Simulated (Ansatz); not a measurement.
System: CS, charge 1, doublet. CS+ (parent SMILES [C-]#[S+], doublet).
B3LYP-D3(BJ)/def2-TZVP minimum from Ansatz (a quantum-chemistry and plane-wave program):
```
C
S 1 1.4861
```
Charge +1, spin multiplicity 2.

Total energies in aug-cc-pV(T+d)Z, 9 correlated electrons, 6 frozen orbitals. Open shells are spin-unrestricted; no spin-orbit coupling. Cores are frozen in correlated methods. No relativity. The UHF reference of CS+ (parent SMILES [C-]#[S+], doublet) is spin-contaminated (<S^2> up to 0.71 over the pure value in the sets run).

```tsv
method	program	energy (Eh)	minus CCSDT(Q) (mEh)
HF	Ansatz	-434.99319	297.50
MP2	Ansatz	-435.21754	73.14
CCSD	Ansatz	-435.26687	23.81
CCSD(T)	Ansatz	-435.28503	5.65
CCSDT(Q)	Ansatz	-435.29069	0.00
```

Rough core times of Ansatz's runs on a shared machine: CCSD(T) 80 s, CCSDT(Q) 10 min.
